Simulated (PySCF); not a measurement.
# Running PySCF for CH4

File input.py (PySCF 2.14):

```python
from pyscf import gto, dft

mol = gto.M(
    atom='C 0 0 0; H 0.8896 0 0.629; H -0.8896 0 0.629; H 0 0.8896 -0.629; H 0 -0.8896 -0.6291',
    basis='6-311++g**',
    charge=0,
    spin=0,
    verbose=4,
)
mf = dft.RKS(mol, xc='camb3lyp')
mf = mf.density_fit(auxbasis='def2-universal-jkfit')
mf.kernel()
mf.dip_moment()
print('orbital energies (hartree):', mf.mo_energy[..., max(0, mol.nelec[1]-3):mol.nelec[0]+3].round(4))
```

```bash
$ OMP_NUM_THREADS=1 python input.py
```

It prints:

```
PySCF version 2.14.0

[INPUT] verbose = 4
[INPUT] num. atoms = 5
[INPUT] num. electrons = 10
[INPUT] charge = 0
[INPUT] spin (= nelec alpha-beta = 2S) = 0
[INPUT] symmetry False subgroup None
[INPUT] Mole.unit = angstrom
[INPUT] Symbol           X                Y                Z      unit          X                Y                Z       unit  Magmom
[INPUT]  1 C      0.000000000000   0.000000000000   0.000000000000 AA    0.000000000000   0.000000000000   0.000000000000 Bohr   0.0
[INPUT]  2 H      0.889600000000   0.000000000000   0.629000000000 AA    1.681100360413   0.000000000000   1.188637732351 Bohr   0.0
[INPUT]  3 H     -0.889600000000   0.000000000000   0.629000000000 AA   -1.681100360413   0.000000000000   1.188637732351 Bohr   0.0
[INPUT]  4 H      0.000000000000   0.889600000000  -0.629000000000 AA    0.000000000000   1.681100360413  -1.188637732351 Bohr   0.0
[INPUT]  5 H      0.000000000000  -0.889600000000  -0.629100000000 AA    0.000000000000  -1.681100360413  -1.188826704964 Bohr   0.0

nuclear repulsion = 13.44126997578
number of shells = 30
number of NR pGTOs = 71
number of NR cGTOs = 50
basis = 6-311++g**
ecp = {}

******** <class 'pyscf.df.df_jk.DFRKS'> ********
method = DFRKS
initial guess = minao
damping factor = 0
level_shift factor = 0
DIIS = <class 'pyscf.scf.diis.CDIIS'>
diis_start_cycle = 1
diis_space = 8
diis_damp = 0
SCF conv_tol = 1e-09
SCF conv_tol_grad = None
SCF max_cycles = 50
direct_scf = False
XC library pyscf.dft.libxc version 7.0.0
    S. Lehtola, C. Steigemann, M. J.T. Oliveira, and M. A.L. Marques.,  SoftwareX 7, 1–5 (2018)
XC functionals = camb3lyp
    T. Yanai, D. P. Tew, and N. C. Handy.,  Chem. Phys. Lett. 393, 51 (2004)
radial grids:
    Treutler-Ahlrichs [JCP 102, 346 (1995); DOI:10.1063/1.469408] (M4) radial grids

becke partition: Becke, JCP 88, 2547 (1988); DOI:10.1063/1.454033
pruning grids: <function nwchem_prune>
grids dens level: 3
symmetrized grids: False
atomic radii adjust function: <function treutler_atomic_radii_adjust>
small_rho_cutoff = 0
Set gradient conv threshold to 3.16228e-05
Initial guess from minao.
tot grids = 53352
******** <class 'pyscf.df.df.DF'> ********
auxbasis = def2-universal-jkfit
Create RSH-DF object <pyscf.df.df.DF object> for omega=0.33
******** <class 'pyscf.df.df.DF'> ********
auxbasis = auxmol.basis = def2-universal-jkfit
init E= -40.3039028431318
  HOMO = -0.464293324594015  LUMO = 0.000614173185049083  gap/eV = 12.65078
cycle= 1 E= -40.4894259597575  delta_E= -0.186  |g|= 0.203  |ddm|= 1.29
  HOMO = -0.424009799095338  LUMO = 0.0198561634552945  gap/eV = 12.07821
cycle= 2 E= -40.492323455159  delta_E= -0.0029  |g|= 0.176  |ddm|= 0.217
  HOMO = -0.460733210290797  LUMO = 0.0167406419359857  gap/eV = 12.99273
cycle= 3 E= -40.4997508778144  delta_E= -0.00743  |g|= 0.00375  |ddm|= 0.0887
  HOMO = -0.459835118900212  LUMO = 0.0169546986798608  gap/eV = 12.97411
cycle= 4 E= -40.4997550477385  delta_E= -4.17e-06  |g|= 0.000325  |ddm|= 0.00487
  HOMO = -0.459819913607561  LUMO = 0.0169697322961042  gap/eV = 12.97411
cycle= 5 E= -40.4997550941947  delta_E= -4.65e-08  |g|= 3.72e-05  |ddm|= 0.000884
  HOMO = -0.459823725420609  LUMO = 0.0169711073480343  gap/eV = 12.97425
cycle= 6 E= -40.4997550950414  delta_E= -8.47e-10  |g|= 2.69e-06  |ddm|= 0.000166
  HOMO = -0.459823559648179  LUMO = 0.0169711789685856  gap/eV = 12.97425
Extra cycle  E= -40.499755095047  delta_E= -5.54e-12  |g|= 6.53e-07  |ddm|= 1.32e-05
converged SCF energy = -40.499755095047
Dipole moment(X, Y, Z, Debye): -0.00000,  0.00005, -0.00000
orbital energies (hartree): [-0.4598 -0.4598 -0.4598  0.017   0.0584  0.0584]
```

In short: E(SCF) = -40.499755 Eh, 6 cycles, μ(SCF) = 0.00 D.

It ran on Arm Neoverse N1 (1 thread, shared host) in 3 s, peak memory 0.21 GiB.
